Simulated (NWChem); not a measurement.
# BP86/aug-cc-pVDZ (density fitting) run of [HF2]− (SMILES F[H-]F)

We compute a geometry optimisation of [HF2]−. 

Program for the calculation: NWChem 7.3.0.

### 1 The molecule

[HF2]− has 3 atoms, charge -1, and is taken as a singlet. As SMILES, `F[H-]F`. Geometry: relaxed at PBE0-D4/def2-TZVPD. The run starts from this shape.

A long bond or contact: F1–H2 1.143 Å.

### 2 A structure relaxation at BP86/aug-cc-pVDZ (density fitting)

File calc.nw:

```
start calc
memory 2200 mb
charge -1

geometry units angstroms
F       -0.973200       0.344400      -0.491000
H        0.000000       0.000000       0.000000
F        0.973200      -0.344400       0.491000
end

basis spherical bse
* library aug-cc-pVDZ
end

basis "cd basis" spherical
* library "dgauss a2 dft coulomb fitting"
end

dft
xc becke88 perdew86
mult 1
grid fine
convergence energy 1e-08
maxiter 100
mulliken
noprint "final vectors analysis"
end

driver
tight
maxiter 40
end

task dft optimize
```

Command:

```bash
nwchem calc.nw > calc.out
```

Standard output:

```text
Northwest Computational Chemistry Package (NWChem) 7.3.0
             --------------------------------------------------------

           Job information
           ---------------

    nwchem branch   = 7.3.0
    use scalapack   = T
    input           = calc.nw
    prefix          = calc.
    data base       = ./calc.db
    status          = startup
    nproc           =        1

           Memory information
           ------------------

    heap     =     72089600 doubles =      550.0 Mbytes
    stack    =     72089597 doubles =      550.0 Mbytes
    global   =    144179200 doubles =     1100.0 Mbytes (distinct from heap & stack)
    total    =    288358397 doubles =     2200.0 Mbytes
    verify   = yes
    hardfail = no

           Directory information
           ---------------------

  0 permanent = .
  0 scratch   = .

                                NWChem Input Module
                                -------------------

 Scaling coordinates for geometry "geometry" by  1.889725989
 (inverse scale =  0.529177249)

 ORDER OF PRIMARY AXIS IS BEING SET TO 4
 D4H symmetry detected

          ------
          auto-z
          ------
  autoz: insufficient variables                     2                    3
     1 autoz failed with cvr_scaling = 1.2 changing to 1.3
  autoz: insufficient variables                     2                    3
     2 autoz failed with cvr_scaling = 1.3 changing to 1.4
  autoz: insufficient variables                     2                    3
     3 autoz failed with cvr_scaling = 1.4 changing to 1.5
  autoz: insufficient variables                     2                    3
     4 autoz failed with cvr_scaling = 1.5 changing to 1.6
  autoz: insufficient variables                     2                    3
     5 autoz failed with cvr_scaling = 1.6 changing to 1.7
  autoz: insufficient variables                     2                    3

 AUTOZ failed to generate good internal coordinates.
 Cartesian coordinates will be used in optimizations.

                             Geometry "geometry" -> ""
                             -------------------------

 Output coordinates in angstroms (scale by  1.889725989 to convert to a.u.)

  No.       Tag          Charge          X              Y              Z
 ---- ---------------- ---------- -------------- -------------- --------------
    1 F                    9.0000     0.00000000     0.00000000    -1.14315817
    2 H                    1.0000     0.00000000     0.00000000     0.00000000
    3 F                    9.0000     0.00000000     0.00000000     1.14315817

      Atomic Mass
      -----------

      F                 18.998400
      H                  1.007825

 Effective nuclear repulsion energy (a.u.)      27.0801275784

            Nuclear Dipole moment (a.u.)
            ----------------------------
        X                 Y               Z
 ---------------- ---------------- ----------------
     0.0000000000     0.0000000000     0.0000000000

      Symmetry information
      --------------------

 Group name             D4h
 Group number             28
 Group order              16
 No. of unique centers     2

      Symmetry unique atoms

     1    2

            XYZ format geometry
            -------------------
     3
 geometry
 F                     0.00000000     0.00000000    -1.14315817
 H                     0.00000000     0.00000000     0.00000000
 F                     0.00000000     0.00000000     1.14315817

 Summary of "ao basis" -> "" (spherical)
 ------------------------------------------------------------------------------
       Tag                 Description            Shells   Functions and Types
 ---------------- ------------------------------  ------  ---------------------
 *                        aug-cc-pVDZ                 on all atoms

 Summary of "cd basis" -> "" (spherical)
 ------------------------------------------------------------------------------
       Tag                 Description            Shells   Functions and Types
 ---------------- ------------------------------  ------  ---------------------
 *                dgauss a2 dft coulomb fitting       on all atoms

  perdew86 is a nonlocal functional; adding perdew81 local functional.

                           NWChem Geometry Optimization
                           ----------------------------

 maximum gradient threshold         (gmax) =   0.000015
 rms gradient threshold             (grms) =   0.000010
 maximum cartesian step threshold   (xmax) =   0.000060
 rms cartesian step threshold       (xrms) =   0.000040
 fixed trust radius                (trust) =   0.300000
 maximum step size to saddle      (sadstp) =   0.100000
 energy precision                  (eprec) =   5.0D-06
 maximum number of steps          (nptopt) =   40
 initial hessian option           (inhess) =    0
 line search option               (linopt) =    1
 hessian update option            (modupd) =    1
 saddle point option              (modsad) =    0
 initial eigen-mode to follow     (moddir) =    0
 initial variable to follow       (vardir) =    0
 follow first negative mode     (firstneg) =    T
 apply conjugacy                    (opcg) =    F
 source of zmatrix                         =

          -------------------
          Energy Minimization
          -------------------

 Using diagonal initial Hessian

          --------
          Step   0
          --------

                         Geometry "geometry" -> "geometry"
                         ---------------------------------

 Output coordinates in angstroms (scale by  1.889725989 to convert to a.u.)

[... 82 lines left out ...]
  convergence criterion.
[... 20 lines left out ...]
          Convergence on gradient requested:  5.00D-04
[... 22 lines left out ...]
          Convergence aids based upon iterative change in
[... 30 lines left out ...]
 1-e energy   =    -350.051173
[... 68 lines left out ...]
         Total DFT energy =     -200.402754561360
[... 2 lines left out ...]
    Exchange-Corr. energy =      -21.482017877983
[... 76 lines left out ...]
          Convergence on density requested:  1.00D-05
[... 21 lines left out ...]
          Convergence Information
[... 48 lines left out ...]
@ ---- ---------------- -------- -------- -------- -------- -------- --------
[... 46 lines left out ...]
          Convergence on density requested:  1.00D-05
[... 21 lines left out ...]
          Convergence Information
[... 73 lines left out ...]
   convergence    iter        energy       DeltaE   RMS-Dens  Diis-err    time
[... 10 lines left out ...]
           Coulomb energy =      133.209892906629
[... 60 lines left out ...]
     step= 1.00 grad=-9.7D-04 hess= 4.4D-04 energy=   -200.403281 mode=accept
[... 67 lines left out ...]
  The DFT is already converged
[... 21 lines left out ...]
          Convergence on density requested:  1.00D-05
[... 21 lines left out ...]
          Convergence Information
[... 49 lines left out ...]
@    1    -200.40328104 -5.3D-04  0.00124  0.00059  0.01918  0.04069      0.9
[... 46 lines left out ...]
          Convergence on gradient requested:  5.00D-04
[... 22 lines left out ...]
          Convergence aids based upon iterative change in
[... 77 lines left out ...]
         Total DFT energy =     -200.403287442297
[... 2 lines left out ...]
    Exchange-Corr. energy =      -21.468388463806
[... 60 lines left out ...]
 new step= 1.00                   predicted energy=   -200.403287
[... 68 lines left out ...]
         Total DFT energy =   -200.403287442297
[... 20 lines left out ...]
          Convergence on gradient requested:  5.00D-04
[... 22 lines left out ...]
          Convergence aids based upon iterative change in
[... 92 lines left out ...]
          Convergence on energy requested:  1.00D-08
[... 20 lines left out ...]
          Spatial weights used:  Erf1
[... 4 lines left out ...]
          total energy or number of iterations.
[... 76 lines left out ...]
      One electron energy =     -338.598356652375
[... 2 lines left out ...]
 Nuclear repulsion energy =       26.516496646394
[... 84 lines left out ...]
            Nuclear Dipole moment (a.u.)
[... 62 lines left out ...]
          Convergence on energy requested:  1.00D-08
[... 20 lines left out ...]
          Spatial weights used:  Erf1
[... 4 lines left out ...]
          total energy or number of iterations.
[... 93 lines left out ...]
          Convergence on density requested:  1.00D-05
[... 21 lines left out ...]
          Convergence Information
[... 73 lines left out ...]
   convergence    iter        energy       DeltaE   RMS-Dens  Diis-err    time
[... 8 lines left out ...]
           Coulomb energy =      133.145690482571
[... 60 lines left out ...]
     step= 1.00 grad=-3.2D-09 hess=-2.1D-08 energy=   -200.403288 mode=accept
[... 67 lines left out ...]
  The DFT is already converged
[... 21 lines left out ...]
          Convergence on density requested:  1.00D-05
[... 21 lines left out ...]
          Convergence Information
[... 49 lines left out ...]
@    4    -200.40328753 -2.4D-08  0.00001  0.00000  0.00004  0.00007      1.6
[... 47 lines left out ...]
          Convergence on gradient requested:  5.00D-04
[... 22 lines left out ...]
          Convergence aids based upon iterative change in
[... 76 lines left out ...]
         Total DFT energy =     -200.403287525777
[... 2 lines left out ...]
    Exchange-Corr. energy =      -21.467916689416
[... 60 lines left out ...]
 new step= 1.00                   predicted energy=   -200.403288
[... 8 lines left out ...]
 Output coordinates in angstroms (scale by  1.889725989 to convert to a.u.)

  No.       Tag          Charge          X              Y              Z
 ---- ---------------- ---------- -------------- -------------- --------------
    1 F                    9.0000     0.00000000     0.00000000    -1.16740689
    2 H                    1.0000     0.00000000     0.00000000     0.00000000
    3 F                    9.0000     0.00000000     0.00000000     1.16740689

      Atomic Mass
      -----------

      F                 18.998400
      H                  1.007825

 Effective nuclear repulsion energy (a.u.)      26.5176342974

            Nuclear Dipole moment (a.u.)
            ----------------------------
        X                 Y               Z
 ---------------- ---------------- ----------------
     0.0000000000     0.0000000000     0.0000000000

      Symmetry information
      --------------------

 Group name             D4h
 Group number             28
 Group order              16
 No. of unique centers     2

      Symmetry unique atoms

     1    2

                                 NWChem DFT Module
                                 -----------------

 Summary of "ao basis" -> "ao basis" (spherical)
 ------------------------------------------------------------------------------
       Tag                 Description            Shells   Functions and Types
 ---------------- ------------------------------  ------  ---------------------
 F                        aug-cc-pVDZ                9       23   4s3p2d
 H                        aug-cc-pVDZ                5        9   3s2p

      Symmetry analysis of basis
      --------------------------

        a1g        12
        a1u         0
        a2g         0
        a2u        11
        b1g         2
        b1u         2
        b2g         2
        b2u         2
        eg         10
        eu         14

  The DFT is already converged

         Total DFT energy =   -200.403287525777

            General Information
            -------------------
          SCF calculation type: DFT
          Wavefunction type:  closed shell.
          No. of atoms     :     3
          No. of electrons :    20
           Alpha electrons :    10
            Beta electrons :    10
          Charge           :    -1
          Spin multiplicity:     1
          Use of symmetry is: on ; symmetry adaption is: on
          Maximum number of iterations: 100
          AO basis - number of functions:    55
                     number of shells:    23
          A Charge density fitting basis will be used.
          CD basis - number of functions:    92
                     number of shells:    38
          Convergence on energy requested:  1.00D-08
          Convergence on density requested:  1.00D-05
          Convergence on gradient requested:  5.00D-04

              XC Information
              --------------
                    Becke 1988 Exchange Functional  1.000
                Perdew 1981 Correlation Functional  1.000 local
                Perdew 1986 Correlation Functional  1.000 non-local

             Grid Information
             ----------------
          Grid used for XC integration:  fine
          Radial quadrature: Mura-Knowles
          Angular quadrature: Lebedev.
          Tag              B.-S. Rad. Rad. Pts. Rad. Cut. Ang. Pts.
          ---              ---------- --------- --------- ---------
          F                   0.50       70          10.0       590
          H                   0.35       60          10.0       590
          Grid pruning is: on
          Number of quadrature shells:   130
          Spatial weights used:  Erf1

          Convergence Information
          -----------------------
          Convergence aids based upon iterative change in
          total energy or number of iterations.
          Levelshifting, if invoked, occurs when the
          HOMO/LUMO gap drops below (HL_TOL):  1.00D-02
          DIIS, if invoked, will attempt to extrapolate
          using up to (NFOCK): 10 stored Fock matrices.

                    Damping( 0%)  Levelshifting(0.5)       DIIS
                  --------------- ------------------- ---------------
          dE  on:    start            ASAP                start
          dE off:    2 iters        100 iters           100 iters

      Screening Tolerance Information
      -------------------------------
          Density screening/tol_rho:  1.00D-11
          AO Gaussian exp screening on grid/accAOfunc:  18
          CD Gaussian exp screening on grid/accCDfunc:  20
          XC Gaussian exp screening on grid/accXCfunc:  20
          Schwarz screening/accCoul:  1.00D-09

  int_init: cando_txs set to always be  F
  intd_init: cando_txs set to always be  F

                            NWChem DFT Gradient Module
                            --------------------------

  charge          =  -1.00
  wavefunction    = closed shell

  Using symmetry

                         DFT ENERGY GRADIENTS

    atom               coordinates                        gradient
                 x          y          z           x          y          z
   1 F       0.000000   0.000000  -2.206079    0.000000   0.000000  -0.000001
   2 H       0.000000   0.000000   0.000000    0.000000   0.000000   0.000000
   3 F       0.000000   0.000000   2.206079    0.000000   0.000000   0.000001

                 ----------------------------------------
                 |  Time  |  1-e(secs)   |  2-e(secs)   |
                 ----------------------------------------
                 |  CPU   |       0.00   |       0.00   |
                 ----------------------------------------
                 |  WALL  |       0.00   |       0.00   |
                 ----------------------------------------

  ---- ---------------- -------- -------- -------- -------- -------- --------
@    5    -200.40328753 -1.3D-10  0.00000  0.00000  0.00001  0.00002      1.9
                                     ok       ok       ok       ok

      ----------------------
      Optimization converged
      ----------------------

  ---- ---------------- -------- -------- -------- -------- -------- --------
@    5    -200.40328753 -1.3D-10  0.00000  0.00000  0.00001  0.00002      1.9
                                     ok       ok       ok       ok

                         Geometry "geometry" -> "geometry"
                         ---------------------------------

 Output coordinates in angstroms (scale by  1.889725989 to convert to a.u.)

  No.       Tag          Charge          X              Y              Z
 ---- ---------------- ---------- -------------- -------------- --------------
    1 F                    9.0000     0.00000000     0.00000000    -1.16740689
    2 H                    1.0000     0.00000000     0.00000000     0.00000000
    3 F                    9.0000     0.00000000     0.00000000     1.16740689

      Atomic Mass
      -----------

      F                 18.998400
      H                  1.007825

 Effective nuclear repulsion energy (a.u.)      26.5176342974

            Nuclear Dipole moment (a.u.)
            ----------------------------
        X                 Y               Z
 ---------------- ---------------- ----------------
     0.0000000000     0.0000000000     0.0000000000

      Symmetry information
      --------------------

 Group name             D4h
 Group number             28
 Group order              16
 No. of unique centers     2

      Symmetry unique atoms

     1    2

 Task  times  cpu:        1.8s     wall:        1.8s
 Total times  cpu:        1.9s     wall:        1.9s
```

Wall time 2.4 s (1 thread of AMD EPYC 7B13 (Zen 3), shared host); peak memory 0.11 GiB.

Step by step:

```tsv
step	energy from the first frame kept (eV)
0	0.0000
1	-0.0143
2	-0.0145
3	-0.0145
4	-0.0145
5	-0.0145
```

After the run. A long bond or contact: F1–H2 1.167 Å.

### 3 Results

Level: BP86/aug-cc-pVDZ (density fitting).

| quantity | value |
| --- | --- |
| total energy at the end | -200.40329 Eh |

At the final geometry: A long bond or contact: F1–H2 1.167 Å. The optimisation took 6 steps and changed the energy by -0.015 eV. Mulliken charges run from -0.74 on F1 to +0.48 on H2; in a basis this large or diffuse they mean little.
